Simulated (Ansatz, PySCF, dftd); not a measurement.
Species: H₂S, charge 0, singlet. H2S (sulfane, SMILES S).
B3LYP-D3(BJ)/def2-TZVP minimum from Ansatz (an electronic-structure program):
```xyz
3

S      0.0018     0.0003     0.1031
H     -0.0075     0.9678    -0.8277
H     -0.0219    -0.9726    -0.8218
```

Quantity: enthalpy of formation at 298 K (by atomisation, with ideal-gas terms from PySCF's Hessian at B3LYP-D3(BJ)/def2-TZVP and the atoms' measured values of the G2/97 table; no spin-orbit terms), in kcal/mol. UHF or UKS for unpaired electrons; spin-orbit terms are left out. Cores are frozen in correlated methods. Rows without X2C or -DK are non-relativistic. CBS(X,Y): correlation extrapolated as X^-3, Hartree-Fock from the larger set (Q,5: extrapolated as (X+1)exp(-9√X)). A bracket is a step between two methods taken in the basis named. The functionals are non-relativistic, so their misses hold any scalar relativity. '+ core + X2C': CCSD(T) terms for core correlation (cc-pwCVTZ, 1s frozen past Ne) and scalar relativity (cc-pVTZ-DK). For partners of very few electrons the exact lower level stands in for a higher one.

Compared with CCSD(T)/CBS(cc-pV(Q+d)Z,cc-pV(5+d)Z) + [CCSDT(Q) - CCSD(T)]/cc-pV(5+d)Z + [CCSDTQ - CCSDT(Q)]/cc-pV(T+d)Z + core + X2C (Ansatz): -6.0 kcal/mol.

Costs are rough ratios of core time, to one figure, on one kind of shared machine, summed over the single points of the molecules; atoms, geometries and frequencies are left out. The first row took roughly 0.9 core seconds; short runs hold start-up time.

```csv
level,program,cost relative to the first row,difference (kcal/mol)
B3LYP-D3(BJ)/def2-TZVPD,Ansatz + dftd3,1,1.1
CCSD(T)/cc-pV(Q+d)Z,Ansatz,8,2.0
"CCSD(T)/CBS(cc-pV(T+d)Z,cc-pV(Q+d)Z) + core + X2C",Ansatz,20,-0.3
CCSDT(Q)/cc-pV(T+d)Z,Ansatz,30,5.3
CCSDTQ/cc-pV(D+d)Z,Ansatz,40,14.5
CCSDT(Q)/cc-pV(Q+d)Z,Ansatz,300,1.9
CCSDTQ/cc-pV(T+d)Z,Ansatz,700,5.3
```

The dearest row costs roughly 700 times the first. Costs within a factor of two don't rank. The table holds for this case alone.
